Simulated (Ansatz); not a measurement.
2H WS₂ was calculated with PBE0+SOC (Ansatz, a quantum-chemistry and plane-wave program, plane waves, PAW).

Run with plane-wave cutoff 460 eV, 9×9×2 k mesh (along the axes of the cell as run), Fermi–Dirac smearing 0.01 eV, PAW data made under PBE.

Cell (measured lattice):

WS2 is taken in the hexagonal space group P6₃/mmc (No. 194), Pearson symbol hP6. Lattice parameters: a = 3.1530 Å, b = 3.1530 Å, c = 12.3230 Å, α = 90.00°, β = 90.00°, γ = 120.00°. W on 2c has 6 S at 2.401 Å (trigonal prismatic). S on 4f sees 3 W at 2.401 Å (trigonal pyramidal). (Neighbours: up to the widest gap in distance over summed covalent radii, below 1.35, at either atom; cation-cation and far metal-metal contacts left out.)

**Question.** Predict the band gap, smallest direct gap on the k points sampled and direct gap at Γ.

**Answer.** 
- band gap = 2.10 eV (indirect)
- smallest direct gap on the k points sampled = 2.74 eV
- direct gap at Γ = 3.49 eV

Note: cell and atoms aren't relaxed at this level (largest force component 0.23 eV/Å, pressure 0.5 GPa).

Computed values are for the static lattice.

It cost very roughly 16 core-minutes of CPU time.
